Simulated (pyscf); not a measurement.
H₃C–SiH(Cl)–Cl + H₂ → CH₄ + Cl–SiH₂–Cl (four-centre exchange; singlet surface; C–Si, H–H broken, C–H, H–Si formed). Optimised with ωB97X-D3(BJ)/def2-SVP in PySCF. Energies in kcal/mol from the separated reactants.

```tsv
level	barrier	reaction energy
PBE/def2-TZVP	61.9	-3.4
r²SCAN/def2-TZVP	___	___
PBE0-D3(BJ)/def2-TZVP	64.7	-2.6
M06-2X/def2-TZVP	71.9	-2.0
ωB97M-D3(BJ)/def2-TZVP	69.9	-2.8
HF/def2-TZVP	___	-8.5
```

Complete the blanks.


- r²SCAN/def2-TZVP, barrier: 65.2
- r²SCAN/def2-TZVP, reaction energy: -2.3
- HF/def2-TZVP, barrier: 88.7

The functionals in the table span 10.0 kcal/mol in this barrier, from PBE to M06-2X. At the saddle there is also a short H–Si contact that neither side keeps. One saddle was located; it need not be the lowest between these sides.
